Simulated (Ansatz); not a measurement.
# Beryllium, hcp: convergence with the plane-wave cutoff

Computed with Ansatz, LDA, scalar-relativistic PAW, on the relaxed cell (a = 2.230 Å, c = 3.508 Å (c/a = 1.574); spin not included). Errors count from a run at 420 eV on a Γ-centred 26×26×15 mesh with Fermi-Dirac smearing of 0.1 eV, extrapolated to zero width. Fixed here: mesh 16×16×9, Fermi-Dirac width 0.1 eV. The pressure holds a Pulay correction and is unreliable far below the recommended cutoff. The SCF starts from atomic densities corrected by a trained network.

```
cutoff (eV)  E(σ→0) error (meV/atom)  P (GPa)  SCF iterations
        150                    210.7     2.67               6
        200                     84.5    -0.53               6
        250                     28.3     0.61               6
        300                      5.2     0.21               6
        350                      0.1    -0.01               6
        500                     -1.1    -0.02               6
        600                     -1.1    -0.03               6
        800                     -1.2    -0.03               6
```

**Question.** What does the run at 420 give (cutoff)?

**Answer.** E(σ→0) error (meV/atom): -1.0; P (GPa): -0.02; SCF iterations: 6.

Within 5 meV/atom of the last row: from 350 eV on.
